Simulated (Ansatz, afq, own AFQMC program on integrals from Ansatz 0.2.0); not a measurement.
## CH₂O, singlet, reference energies and how methods fare

```xyz
4

C     0.0010    0.0008    0.0012
O     0.6965    0.5477    0.8062
H    -0.5500    0.5605   -0.7970
H    -0.1476   -1.1091   -0.0103
```

Geometry: a PBE0/def2-SVP stationary point, not shown to be a minimum. Basis def2-TZVP. Noble-gas cores (and the filled d shells of Ga–Kr and In–Xe) are frozen. Ansatz 0.2.0 and our own AFQMC program on the same integrals; the CISD trial comes from CCSD amplitudes, and released means the phaseless constraint is let go. Error bars are statistical, one sigma.

Best estimates are CCSD(T) at the basis-set limit (def2-TZVPP/QZVPP) plus the step from CCSD(T) to the highest rung at hand in def2-TZVP, named in the table (released AFQMC can keep some 10 meV of bias). Fragments are relaxed and keep their bonds. No zero-point, core-correlation or spin–orbit terms. Other levels are in def2-TZVP; a dash marks a level that is missing or breaks spin symmetry for a member.

Cautions: CH₂O (triplet): another spin lies lower.

```
                                  process  best estimate (kJ/mol)  highest rung
 C1–O2 → CH2 (triplet; CH2) + O (triplet)                     766      CCSDT(Q)
C1–H3 → CHO (doublet; CH–O) + H (doublet)                     398      CCSDT(Q)
         to charge +1, doublet (vertical)                    1059      CCSDT(Q)
         to charge +0, triplet (vertical)                     356      CCSDT(Q)
                            to free atoms                    1562      CCSDT(Q)
```

Errors against the best estimates in kJ/mol, the processes numbered in the order above:

```
        level   error, 1   error, 2   error, 3  error, 4   error, 5
          MP2         13        -21         26        38        -16
      CCSD(T)        -26        -13        -16         1        -54
ph-AFQMC/CISD  -26 ± 0.7  -13 ± 0.9  -18 ± 0.9   1 ± 0.8  -52 ± 0.7
  CCSD(T)/CBS         -1          1          2         1         -1
          PBE         34        -19        -26       -32         51
       r2SCAN        -27        -19        -30       -50         -2
         PBE0        -19        -15        -22       -39         -6
        B3LYP         -8        -10        -11       -29         -2
      wB97M-V          3         -4        -15       -16          2
       B2PLYP         -6        -14        -11       -10        -14
```

Cost at the first geometry (cards were shared with other jobs): PBE0/def2-TZVP, 0.95 s on 1 thread of AMD EPYC 7R13 Processor (Zen 3), on a shared host; RCCSD(T)/def2-TZVP, 11 s on 1 × NVIDIA H100 80GB HBM3 with 1 thread of AMD EPYC 7R13 Processor (Zen 3), with other jobs on the host; CCSD(T)/def2-QZVPP, 20 s on 1 × NVIDIA H100 80GB HBM3 with 1 thread of AMD EPYC 7R13 Processor (Zen 3), with other jobs on the host; CCSDT(Q), 15 s on 1 × NVIDIA H100 80GB HBM3 with 1 thread of AMD EPYC 7R13 Processor (Zen 3), on a shared host; ph-AFQMC/CISD with release, 3.2 min on 1 × NVIDIA H100 80GB HBM3 with 2 threads of AMD EPYC 7R13 Processor (Zen 3), with other jobs on the host.

Best estimates are given only where the step beyond CCSD(T) is under 0.3 eV and no member's determinant is very poor (T1 over 0.05, or 0.07 for open shells, ⟨S²⟩ too high by 0.3, two states mixed), so the hardest cases are missing from such tables.

The functionals ran in a triple-zeta set and keep a basis error of their own, a few kJ/mol for each bond in atomization energies and more for double hybrids, so close places among them and the extrapolated levels can swap.

CCSDT and higher add their correlation energy to the determinant of the CCSD(T) run, since their own runs factorise the integrals more tightly (a shift of under 2 meV). Each member of a difference takes its own highest rung, so a best estimate needn't equal the limit plus the step of one row. A walk keeps the symmetry of its determinant, which the program's search chose and which needn't be the lowest solution, so a lower state of the same spin and another symmetry isn't excluded.
